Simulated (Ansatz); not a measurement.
Saddle point of BH4OF, singlet (BH₂F ([BH2][F]) + H₂O → BH₃O ([BH2][OH]) + HF; bonds formed: F2–H5; dative contacts that become bonds: B1–O6; bonds broken: B1–F2, H5–O6), PBE0-D4/def2-TZVP structure:

```
7
angstrom
B 0.1678 -0.0505 -0.5761
F -0.6146 -1.2773 0.2355
H 1.1490 -0.5456 -1.0381
H -0.6438 0.4972 -1.2638
H -0.2676 -0.5321 0.9645
O 0.3841 0.5692 0.7707
H -0.1748 1.3390 0.9073
```

Energies are electronic, without zero-point energy. Barriers and step energies count from the start structure reached by relaxing down the imaginary mode; all methods use the PBE0-D4 structures, on which another method's saddle can fall below an end. Ansatz 0.2.0; basis: def2-TZVPP, with def2-QZVPP for the basis limit; cores frozen in the correlated methods. B3LYP uses VWN-RPA correlation. Extrapolation: Hartree–Fock as exp(−7.88 √X), correlation as X^−2.97.

| method | barrier (eV) | step energy (eV) |
| --- | --- | --- |
| SPW92 | 0.615 | 0.333 |
| PBE-D4 | 0.770 | 0.147 |
| BLYP-D4 | 0.854 | 0.043 |
| r2SCAN-D4 | 0.868 | 0.207 |
| B97M-V | 1.029 | 0.195 |
| PBE0-D4 | ? | 0.159 |
| B3LYP-D4 | 0.936 | 0.071 |
| r2SCAN0-D4 | 0.945 | 0.200 |
| BHLYP-D4 | 1.074 | 0.094 |
| CAM-B3LYP-D4 | ? | 0.119 |
| wB97X-V | 0.932 | 0.155 |
| wB97M-V | 0.928 | 0.165 |
| B2PLYP | 0.944 | 0.083 |
| PBE-QIDH | ? | 0.164 |
| RPA on PBE | 0.914 | 0.116 |
| HF | 1.348 | -0.017 |
| MP2 | 0.912 | 0.122 |
| CCSD | 1.022 | 0.111 |
| CCSD(T) | 0.955 | 0.127 |

Problem. Fill in the withheld barriers. (Judge from chemistry; the value comes from the calculation.)

Solution. By the calculation: PBE-QIDH 0.946; CAM-B3LYP-D4 0.928; PBE0-D4 0.888 eV. Each is the energy of the saddle less that of the start structure, by the same method.

For comparison, the barrier by CCSD(T) at an estimated basis limit (MP2 extrapolated from triple and quadruple zeta, plus CCSD(T) − MP2 in triple zeta) is 0.964 eV.

T1 diagnostic: at most 0.012.

The step is the kind of ligand exchange by which a precursor binds to a hydroxyl group, or is hydrolysed, in atomic layer deposition of oxides.

Labels in which every atom is bracketed show which atoms are joined, not bond orders.

For scale, one of the runs: CCSD(T)/def2-TZVPP, 149 basis functions, launched by `ansatz run in.yaml --threads 2 --pin off --events-out ev --progress --plain --max-ram 4352MiB`. Time: 7.5 s of wall clock on 2 CPU threads of an Intel Xeon 6975P-C; the host was shared. Peak host memory: 1.1 GiB.
